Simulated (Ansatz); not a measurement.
Geometry optimisation, Ansatz, UKS BHLYP-D4/def2-SVP.

input.yaml

```yaml
crystal:
  periodic: [false, false, false]
  atoms:
    - { symbol: B, position_ang: [-2.04198, 0.85127, -1.38275] }
    - { symbol: Al, position_ang: [-0.15925, 0.75599, -0.6562] }
    - { symbol: Si, position_ang: [0.92243, -0.71813, 0.9533] }
    - { symbol: H, position_ang: [-3.15527, 0.73791, -1.708] }
    - { symbol: H, position_ang: [-1.47619, 1.78303, -1.80774] }
    - { symbol: H, position_ang: [0.98719, -0.28128, 2.36889] }
    - { symbol: H, position_ang: [2.32458, -1.09021, 0.64373] }
    - { symbol: H, position_ang: [0.23307, -2.03371, 1.04699] }
magnetization:
  spin_polarized: true
  initial_magnetization: 1
basis:
  gaussian: { orbitals: def2-SVP }
hamiltonian:
  xc: { name: BHLYP }
  dispersion: d4
relax:
  f_tol: 0.02
  max_steps: 50
```

Command:

```bash
$ ansatz run input.yaml --threads 2 --pin off --max-ram 3072MiB --backend cpu --events-out ev --progress --plain --runs-dir out
```

Question: Where does it end, and by what steps?

Answer: It converged. After 8 steps the energy has fallen by 1.521 eV; Al2 moved furthest, 0.69 Å.

```csv
step,energy less start (eV),largest force component (eV/Å),accepted
0,0.0000,2.082,yes
1,-0.7207,1.288,yes
2,-1.1521,0.935,yes
3,-1.3962,0.583,yes
4,-1.4920,0.318,yes
5,-1.5141,0.140,yes
6,-1.5196,0.084,yes
7,-1.5205,0.042,yes
8,-1.5211,0.009,yes
```

```xyz
8
Properties=species:S:1:pos:R:3
B -1.935 1.178 -1.482
Al -0.360 0.111 -0.776
Si 0.968 -0.885 1.029
H -2.953 0.619 -1.787
H -1.812 2.341 -1.756
H 0.919 -0.080 2.275
H 2.390 -1.044 0.634
H 0.418 -2.235 1.322
```

Time of the run: 21 s on 2 threads of Intel(R) Xeon(R) Platinum 8488C (Sapphire Rapids), with other jobs on the host, peak memory 0.21 GiB.
